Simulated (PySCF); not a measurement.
Isomers of C3H7OP, one conformer each. Theory: core-valence-separated Tamm–Dancoff BHandHLYP/aug-pcX-1 (pcseg-1 on H, def2-SVPD on P) in PySCF, non-relativistic, gas phase, PBE0-D3(BJ)/def2-SVP geometry. No empirical shift is added; at this level the pattern usually sits a few eV under experiment.

P. `C[C@@H]1C[P@@H]1=O`
Q. `CPC(C)=O`

Main lines, eV (oscillator strength):
1. C K: 285.6 (0.029), 285.7 (0.007), 285.7 (0.040), 285.9 (0.017), 286.0 (0.025); O K: 530.5 (0.030), 531.7 (0.023), 532.4 (0.016), 533.3 (0.008), 533.5 (0.004)
2. C K: 283.4 (0.079), 285.3 (0.014), 285.7 (0.010), 285.9 (0.021), 286.3 (0.032); O K: 528.5 (0.050)
Listed: the first five lines at most of each edge with a tenth or more of its strongest line's intensity; roots within 0.03 eV on the same or equivalent atoms are summed. Only the lowest roots were sought, and the top ones are left out.

Q: Which spectrum belongs to which isomer?

A: 1 = P, 2 = Q.
- P: first C line listed at 285.6 eV, hole on the sp3 carbon bound to phosphorus; first O line listed at 530.5 eV, hole on the phosphoryl oxygen.
- Q: first C line listed at 283.4 eV, hole on the carbonyl carbon (1s→π*); first O line listed at 528.5 eV, hole on the carbonyl oxygen (1s→π*).

Q: What are the ground-state energies of the isomers at BHandHLYP/aug-pcX-1 (pcseg-1 on H, def2-SVPD on P), relative to the lowest?

A: P 66.9, Q 0.0 kJ/mol (electronic energies on these geometries, no dispersion or zero-point terms).
